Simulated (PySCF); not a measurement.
1-chloro-2-fluoroethene, C2H2ClF, SMILES F/C=C/Cl, point group Cs.

Level: B3LYP/pcSseg-1 in PySCF (density fitting, grid level 2); geometry and Hessian at that level, cubic constants and property derivatives from steps of ±0.6 along each species' dimensionless normal coordinates, second-order vibrational perturbation theory. The parent has the commonest isotopes.

Equilibrium geometry (Å):

| atom | x | y | z |
| --- | --- | --- | --- |
| F1 | -1.7671 | 0.4572 | -0.1890 |
| C2 | -0.6351 | -0.2693 | -0.1444 |
| C3 | 0.5412 | 0.3302 | -0.0505 |
| Cl4 | 2.0282 | -0.5778 | 0.0111 |
| H5 | -0.8058 | -1.3404 | -0.1920 |
| H6 | 0.6512 | 1.4081 | -0.0065 |

Species: parent. Output of the displacement run:

```
mode    cm-1    km/mol   phi_rrr   E(+)/cm-1  E(-)/cm-1
  1    272.55     6.03      -0.8      49.15      49.36
  2    274.23     2.26       0.2      49.38      49.57
  3    447.83     1.74     -40.8      79.11      82.16
  4    814.27    15.93      -0.4     148.37     149.08
  5    869.29    60.98    -169.6     150.69     162.72
  6    922.38    65.73      -0.7     168.24     168.25
  7   1143.17   187.37     348.7     218.83     193.85
  8   1233.00     1.45      27.4     224.09     221.98
  9   1314.62     0.15     -37.4     235.87     238.82
 10   1700.93    23.41     365.0     319.79     293.64
 11   3209.53     7.26   -1601.8     524.73     639.72
 12   3218.10     7.28   -1734.8     521.46     646.03
```

For the shielding of H5 (σe = 24.47 ppm):

```
mode  ω (cm⁻¹)  Σr φrrs (cm⁻¹)   ∂σ/∂q  ∂²σ/∂q²
   1       273             -15  -0.007   -0.057
   2       274              17   0.002   -0.034
   3       448            -170   0.050   -0.017
   4       814              -3   0.000   -0.158
   5       869            -283  -0.143   -0.020
   6       922              -1   0.000   -0.463
   7      1143             404   0.273   -0.041
   8      1233             127   0.261   -0.085
   9      1315            -239  -0.117   -0.599
  10      1701             410   0.425   -0.152
  11      3210            -406  -1.509    0.248
  12      3218            -641  -0.467    0.016
```

Problem. Work out the zero-point average of this shielding.

Solution. With ⟨qs⟩ = −Σr φrrs/(4ωs) and ⟨qs²⟩ = 1/2: the mean displacements are 0.013, -0.015, 0.095, 0.001, 0.081, 0.000, -0.088, -0.026, 0.046, -0.060, 0.032, 0.050. The anharmonic term Σ (∂σ/∂q)⟨q⟩ is -0.14 ppm, the harmonic term ¼ Σ ∂²σ/∂q² is -0.34 ppm, so ⟨σ⟩ = 23.99 ppm.
